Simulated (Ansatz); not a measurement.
Geometry optimisation, Ansatz 0.2.0, RKS PBE/def2-SVP.

The input (input.yaml):

```yaml
crystal:
  periodic: [false, false, false]
  atoms:
    - { symbol: B, position_ang: [0.0, 0.0, 0.0] }
    - { symbol: Cl, position_ang: [0.0, 0.0, 2.21] }
    - { symbol: H, position_ang: [1.0305, 0.0, -0.595] }
    - { symbol: O, position_ang: [-1.2211, 0.0, -0.705] }
    - { symbol: H, position_ang: [-1.7308, -0.8467, -0.4965] }
    - { symbol: H, position_ang: [-0.1864, 1.4017, 0.4698] }
    - { symbol: H, position_ang: [-0.166, 1.2482, 1.3665] }
basis:
  gaussian: { orbitals: def2-SVP }
hamiltonian:
  xc: pbe
relax:
  f_tol: 0.15
  max_steps: 25
  restrain:
    - { distance: [0, 5], at: 1.19, k: 30.0 }
    - { distance: [6, 1], at: 1.37, k: 30.0 }
    - { distance: [0, 1], at: 3.06, k: 30.0 }
    - { distance: [6, 5], at: 1.86, k: 30.0 }
```

Run as:

```bash
$ ansatz run input.yaml --threads 1 --pin off --max-ram 2048MiB --backend cpu --events-out ev --progress --plain --runs-dir out
```

**Question.** Where does it end, and by what steps?

**Answer.** It converged. The restraints hold the end off the free minimum. After 10 steps the energy has fallen by 1.923 eV (the restraints' own energy left out); B1 moved furthest, 0.54 Å.

```json
{"step": "0", "energy less start (eV)": "0.0000", "largest force component (eV/Å)": "3.265", "accepted": "yes"}
{"step": "1", "energy less start (eV)": "-0.3388", "largest force component (eV/Å)": "4.095", "accepted": "yes"}
{"step": "2", "energy less start (eV)": "-0.9238", "largest force component (eV/Å)": "2.699", "accepted": "yes"}
{"step": "3", "energy less start (eV)": "-1.4493", "largest force component (eV/Å)": "1.083", "accepted": "yes"}
{"step": "4", "energy less start (eV)": "-1.7024", "largest force component (eV/Å)": "0.704", "accepted": "yes"}
{"step": "5", "energy less start (eV)": "-1.7491", "largest force component (eV/Å)": "2.541", "accepted": "yes"}
{"step": "6", "energy less start (eV)": "-1.8156", "largest force component (eV/Å)": "1.659", "accepted": "yes"}
{"step": "7", "energy less start (eV)": "-1.9185", "largest force component (eV/Å)": "0.609", "accepted": "yes"}
{"step": "8", "energy less start (eV)": "-1.9238", "largest force component (eV/Å)": "0.528", "accepted": "yes"}
{"step": "9", "energy less start (eV)": "-1.9049", "largest force component (eV/Å)": "0.922", "accepted": "no"}
{"step": "10", "energy less start (eV)": "-1.9227", "largest force component (eV/Å)": "0.674", "accepted": "yes"}
```

```xyz
7
Properties=species:S:1:pos:R:3
B -0.167 0.389 -0.330
Cl 0.074 0.104 2.710
H 0.821 -0.292 -0.543
O -1.427 -0.053 -0.564
H -1.441 -0.984 -0.855
H -0.081 1.541 0.015
H -0.053 1.097 1.817
```

Run time: 17 s on 1 thread of Arm Neoverse V2, on a shared host, peak memory 0.12 GiB.
